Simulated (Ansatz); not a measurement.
Relaxation of H2NOSi (5 atoms, charge -1, multiplicity 1), to a largest force component of 0.015 eV/Å in at most 40 steps.

Computed with RKS r2SCANh/def2-SVP in Ansatz.

```xyz
5
Properties=species:S:1:pos:R:3:forces:R:3
N -0.689 -0.994 -0.028 0.80 -0.64 0.45
Si 0.341 0.282 0.063 -1.97 -0.48 -0.63
O 1.775 0.580 0.532 0.92 -0.14 0.38
H -1.613 -0.808 -0.417 0.20 0.34 0.00
H -0.415 1.449 -0.492 0.06 0.92 -0.19
```

Task: Where does it end, and by what steps?

Result: The run converged. Limits of this set-up: an anion without diffuse functions, the dipole of an ion depends on the origin. After 6 steps the energy has fallen by 0.152 eV; H5 moved furthest, 0.12 Å.

```csv
step,energy less start (eV),largest force component (eV/Å),accepted
0,0.0000,1.969,yes
1,-0.1161,1.031,yes
2,-0.1489,0.301,yes
3,-0.1471,0.357,no
4,-0.1518,0.055,yes
5,-0.1522,0.015,yes
6,-0.1523,0.006,yes
```

```xyz
5
Properties=species:S:1:pos:R:3
N -0.656 -1.058 0.000
Si 0.278 0.291 0.037
O 1.737 0.529 0.530
H -1.570 -0.820 -0.399
H -0.389 1.566 -0.510
```

Whether the end is a true minimum wasn't checked by a vibrational analysis.

The run took 14 s on 1 thread of Arm Neoverse V2 (shared host), peak memory 0.14 GiB.
